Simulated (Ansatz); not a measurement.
**Worked example: the enthalpy of C2H4F2 → C2H3F + HF**

Species: C2H4F2 (1,2-difluoroethane) `FCCF`, singlet; C2H3F `C=CF`, singlet; HF, singlet. 

Shapes, held fixed at every level: PBE0-D4/def2-TZVP. Flexible molecules stand in one conformer, not always the lowest. Programs: Ansatz 0.2.0. The zero-point and thermal terms to 298 K, harmonic and unscaled (PBE0-D4/def2-TZVP), stand in the table.

At SPW92/def2-TZVPP; 1 Eh = 2625.50 kJ/mol:

| species | energy (Eh) | H(298 K) − E (kJ/mol) | tabulated ΔfH (kJ/mol) |
| --- | --- | --- | --- |
| C2H4F2 | -276.400014 | 174.4 | -450.4 |
| C2H3F | -176.528402 | 127.2 | -142.5 |
| HF | -99.839326 | 33.5 | -272.7 |

Q: Work out the reaction enthalpy at 298 K from the calculation and from the table of heats.

A: 
1. Electronic: (-176.528402) + (-99.839326) − [(-276.400014)] = 0.032286 Eh = +84.8 kJ/mol.
2. Zero-point and thermal: (127.2) + (33.5) − [(174.4)] = -13.7 kJ/mol.
3. Computed ΔH = +71.1 kJ/mol.
4. From the heats of formation (Active Thermochemical Tables): (-142.5) + (-272.7) − [(-450.4)] = +35.2 kJ/mol.
5. Computed less tabulated: +35.9 kJ/mol. Tabulated heats carry uncertainties of their own.
